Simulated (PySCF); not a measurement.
BFCl + HCl → BHF + Cl₂

Level: PBE0 in the def2-TZVP basis family, all electrons, no relativity, computed in PySCF with density fitting; open shells unrestricted.

```json
{"species": "BFCl", "state and structure": "doublet, Cs, B–Cl 1.737 Å, B–F 1.300 Å; Cl–B–F 122.7°", "E (Eh)": "-584.69714", "ZPE (kJ/mol)": "15.2", "H(298 K) − H(0) (kJ/mol)": "11.0", "S° (J/(mol K))": "264.3"}
{"species": "HCl", "state and structure": "singlet, C∞v, H–Cl 1.279 Å", "E (Eh)": "-460.66440", "ZPE (kJ/mol)": "17.9", "H(298 K) − H(0) (kJ/mol)": "8.7", "S° (J/(mol K))": "186.6"}
{"species": "BHF", "state and structure": "doublet, Cs, B–F 1.301 Å, B–H 1.206 Å; F–B–H 120.9°", "E (Eh)": "-125.17117", "ZPE (kJ/mol)": "29.1", "H(298 K) − H(0) (kJ/mol)": "10.0", "S° (J/(mol K))": "228.1"}
{"species": "Cl₂", "state and structure": "singlet, D∞h, Cl–Cl 1.982 Å", "E (Eh)": "-920.08940", "ZPE (kJ/mol)": "3.5", "H(298 K) − H(0) (kJ/mol)": "9.1", "S° (J/(mol K))": "222.5"}
```

(1) What is the electronic reaction energy?

(2) Add zero-point, thermal and entropy terms for 298.15 K and 1 bar.

## Answers

(1) At PBE0/def2-TZVP, ΔE = 265.1 kJ/mol from the differences of the total energies times 2625.5, uphill. 

(2) ΔZPE = -0.5 and Δ[H(298) − H(0)] = -0.6 kJ/mol give ΔH° = 264.0 kJ/mol. ΔS° = -0.3 J/(mol K), so ΔG° = 264.0 − 298.15 × (-0.0003) = 264 kJ/mol.

Each species is the lowest minimum found with this bonding; other isomers or fragments can lie lower.
